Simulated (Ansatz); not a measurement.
A calculation on hcp Mg returned lattice constant a 3.139 Å, lattice parameter c 5.097 Å.

For reference: lattice constant a 3.209 Å (measured, 293 K, not corrected to a static lattice; as tabulated in Wikipedia's data pages); lattice parameter c 5.210 Å (measured, 293 K, no zero-point or thermal correction; as tabulated in Wikipedia's data pages).

Problem. Which level of theory produced these numbers?
A. Hartree–Fock (Ansatz, a first-principles code)
B. PBE (Ansatz)
C. PBEsol (Ansatz)
D. PBE-D3(BJ) (Ansatz)

Solution. D, PBE-D3(BJ) (Ansatz)

The others give: PBEsol 3.176 Å, 5.153 Å; PBE 3.196 Å, 5.187 Å; Hartree–Fock 3.285 Å, 5.280 Å.

Unless a cell is named, each level is at its own relaxed cell (Hartree–Fock 24.67, PBE 22.95, PBE-D3(BJ) 21.74, PBEsol 22.51 Å³/atom).

Ansatz's density-functional and Hartree–Fock values are scalar-relativistic unless marked +SOC, with PAW data made under PBE.
